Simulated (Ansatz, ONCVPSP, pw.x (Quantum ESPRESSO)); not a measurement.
## Fe: one change to the ONCV potential, in the atom and in the bcc crystal

```json
{
 "Element": "Fe (Z = 26)",
 "Generator": "ONCVPSP 4.0.1.1 (patched build)",
 "Type": "optimised norm-conserving Vanderbilt (ONCV)",
 "Functional": "PBE",
 "Relativity": "scalar-relativistic",
 "Frozen core": "[Ne]",
 "Valence charge": "16",
 "Reference configuration": "3s2 3p6 3d7 4s1",
 "Partial waves": "3s+4s: rc 1.15 bohr, ncon 4, nbas 7, qcut 11.5 1/bohr, 2 projectors; 3p: rc 1.25 bohr, ncon 4, nbas 8, qcut 8.9 1/bohr, 1 projector; 3d: rc 1.50 bohr, ncon 4, nbas 9, qcut 9.9 1/bohr, 2 projectors, debl 3 Ha; f scattering state at 0.06 Ha: rc 1.20 bohr, ncon 4, nbas 7, qcut 10.4 1/bohr, 1 projector",
 "Local potential": "polynomial inside 1.10 bohr (lpopt 5, dvloc0 0 Ha)",
 "Core correction": "Teter function, fcfact 4, rcfact 1.3"
}
```

Change: all radii but the core radius scaled by about 1.17 (s 1.34, p 1.46, d 1.76, f 1.40 bohr); local potential polynomial inside 1.28 bohr (lpopt 5, dvloc0 0 Ha).

Cutoffs, loose and tight: the cutoffs (Ha) at which the residual kinetic energy of the hardest occupied pseudo-wave falls to 1 and 0.1 mHa per electron. They do not see the model core or the augmentation charge, which bear on the density cutoff. Test errors are all-electron minus pseudo excitation energies from the reference, over the configurations 3s2 3p6 3d6 4s2; 3s2 3p6 3d6 4s1; 3s2 3p6 3d6 4s0; 3s2 3p6 3d7 4s0; variants that change the core or the reference have their own tests.

Crystal test: bcc Fe in pw.x 7.5, no spin, 17³ k-points, Fermi–Dirac smearing 0.01 Ry, cutoffs set for each file from its atomic test. The reference is all-electron LAPW (Ansatz 0.2.0) with the same functional, mesh and smearing; V0 and B0 come from Birch–Murnaghan fits to the pressures at five volumes. Errors are pseudo minus all-electron; Δ is the rms difference of the E(V) curves that follow from these fits, minima aligned, over ±6 % about the mean V0. Mesh and smearing are coarse, so the numbers serve the comparison and aren't converged zero-temperature values; the lattice is a test structure that the element need not adopt. Spin polarisation and strong correlation are left out, which matters for this element.

All-electron: a0 = 2.765 Å (V0 = 10.56 Å³/atom), B0 = 260.5 GPa.

Task: Does the change bring the crystal closer to the all-electron result?

Result: The mean pressure error goes from -0.57 to +1.54 GPa, so the change moves the solid further from the all-electron pressures. The B0 error goes the other way, from +1.4 to +0.0 %. At 80 % of its cutoff the pressure of the base moves by -2.21 GPa. At 80 % of its cutoff the pressure of the changed file moves by -1.93 GPa.

```
                       quantity       base    changed
                 outcome (atom)  generated  generated
           cutoff, loose (atom)      45 Ha      38 Ha
           cutoff, tight (atom)      53 Ha      46 Ha
            bound ghosts (atom)       none       none
largest test error (meV) (atom)        +20        +36
           cutoffs in pw.x (Ry)    125/500    110/440
                         a0 (Å)      2.762      2.770
                   a0 error (%)      -0.08      +0.19
                   B0 error (%)       +1.4       +0.0
                   Δ (meV/atom)        1.3        3.5
      mean pressure error (GPa)      -0.57      +1.54
```
